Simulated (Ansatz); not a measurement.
Gas-phase reaction in SMILES: CCOC [methoxyethane] + H+ -> CC[OH+]C (at O, the best of the heteroatom sites tried; carbon was not tried)

Wanted: proton affinity (enthalpy at 298 K), in kcal/mol. Positive where the reaction releases energy. Set-up: dispersion terms only where a functional's name holds one; spin-orbit terms left out; LANL2DZ all-electron up to Ne; 6-311+G** with 5d; frozen cores in correlated levels; six Cartesian d functions in 6-31G* and its kin unless marked 5d; non-relativistic. CBS marks a two-point X^-3 extrapolation of the correlation energy; Hartree-Fock from the larger set. [CCSD(T)-MP2]/basis is that difference in the basis named. First-principles rows: single points at B3LYP-D3(BJ) geometries (Ansatz, an electronic-structure program), with unscaled harmonic terms from B3LYP/6-31G* at its own minima.

Coupled cluster (Ansatz) is a level with limits of its own, used here on species with T1 under 0.025 (0.045 for open shells) and stable references: RI-MP2/CBS(cc-pVTZ,cc-pVQZ)+[CCSD(T)-MP2]/cc-pVTZ.

Value to compare with, RI-MP2/CBS(cc-pVTZ,cc-pVQZ)+[CCSD(T)-MP2]/cc-pVTZ (Ansatz): 193.8 kcal/mol.

| level | program | proton affinity (enthalpy at 298 K) (kcal/mol) | difference |
|---|---|---|---|
| PBE/STO-3G | Ansatz | 239.7 | 45.9 |
| PBE/3-21G | Ansatz | 202.6 | 8.8 |
| PBE/LANL2DZ | Ansatz | 197.7 | 3.9 |
| PBE/6-31G* | Ansatz | 192.8 | -1.0 |
| PBE/def2-SVP | Ansatz | 192.8 | -1.0 |
| PBE/6-311+G** | Ansatz | 192.0 | -1.8 |
| PBE/def2-TZVPD | Ansatz | 191.4 | -2.4 |

Among the 6 habitual levels, PBE/STO-3G lies farthest from RI-MP2/CBS(cc-pVTZ,cc-pVQZ)+[CCSD(T)-MP2]/cc-pVTZ (Ansatz) (45.9 kcal/mol); 3 of 6 lie above it, and their mean absolute difference is 10.4 kcal/mol, the median 2.9. One case shows no general order.

The sets are all those run for this method; runs whose electronic state is in doubt are left out.
